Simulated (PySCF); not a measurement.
Compound: C3H2N (doublet state).
SMILES with atom numbers: `[H]/[C:1]=[CH:2]\[C:3]#[N:4]` (hydrogens: H5 on C1; H6 on C2)

The geometry is computed with GFN2-xTB (gas phase). This method treats the open shell by occupation alone, without spin polarisation.

Problem. Give the optimised bond lengths and angles.

Solution. 
| bond | length (bohr) |
| --- | --- |
| C1=C2 | 2.457 |
| C2–C3 | 2.688 |
| C3≡N4 | 2.164 |
| C1–H5 | 2.013 |
| C2–H6 | 2.050 |

A selection of angles:
| angle | degrees |
| --- | --- |
| C2–C1–H5 | 138.1 |
| C1–C2–C3 | 122.0 |
| C1–C2–H6 | 123.5 |
| C3–C2–H6 | 114.5 |
| C2–C3–N4 | 178.6 |

C2 (carbon bonded to 2 C and H) is planar (angles 123.5°, 122.0° and 114.5°, sum 360.0°, 0.00 Å off the plane of its three neighbours). The 2 C–C bonds span 1.300 Å (C1=C2, drawn double) to 1.423 Å (C2–C3, drawn single), a spread of 0.123 Å. The 4 heavy atoms lie in one plane (0.000 Å rms).

Point group: Cs (tolerance 0.08 Å). Stationary, but not proved a minimum.
